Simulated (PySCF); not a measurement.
Gas-phase reaction: BH₃ + BCl₂NH₂ = BHCl₂ + HBNH + H₂

Computed with PySCF (xtb for GFN2) and rigid-rotor harmonic-oscillator thermochemistry at 1 bar. † marks an energy on the PBE0/def2-TZVP geometry and frequencies; other levels use their own. MP2 and CCSD(T) freeze the core. All species are closed-shell singlets. BCl₂NH₂, HBNH: computed as isolated molecules; such fragments, hydroxides, amides, oligomers or adducts are transient or little studied in the gas. MP2 isn't extrapolated to the basis-set limit; its ΔH°(298 K) is 101.3 kJ in def2-SVP and 107.0 kJ in def2-TZVPP. CCSD(T) isn't extrapolated to the basis-set limit; its ΔH°(298 K) is 101.4 kJ in def2-SVP and 109.4 kJ in def2-TZVPP. The harmonic model lacks anharmonicity and excited electronic states, which grow with temperature; levels with a mode under 35 cm⁻¹ are left out. Internal rotation in BCl₂NH₂ is treated as a harmonic vibration of one conformer, which makes the entropy rough.

```
level                ΔE electronic, kJ  ΔH°(298 K), kJ  ΔS°(298 K), J/K  ΔG°(600 K), kJ
-------------------  -----------------  --------------  ---------------  --------------
CCSD(T)/def2-TZVPP†                130             109              126              32
GFN2-xTB                           132             110              126              32
HF/def2-TZVP†                      157             137              126              60
MP2/def2-TZVPP†                    127             107              126              30
PBE/def2-SVP                       124             105              124              29
PBE0/def2-QZVP†                    143             123              126              45
PBE0/def2-TZVP                     142             122              126              44
r2SCAN/def2-TZVP†                  132             112              126              35
ωB97M-V/def2-TZVP†                 133             113              126              36
ωB97X-V/def2-TZVP†                 145             125              126              47
```
ΔH° is lowest at PBE/def2-SVP and highest at HF/def2-TZVP†. No reference value is set beside these.
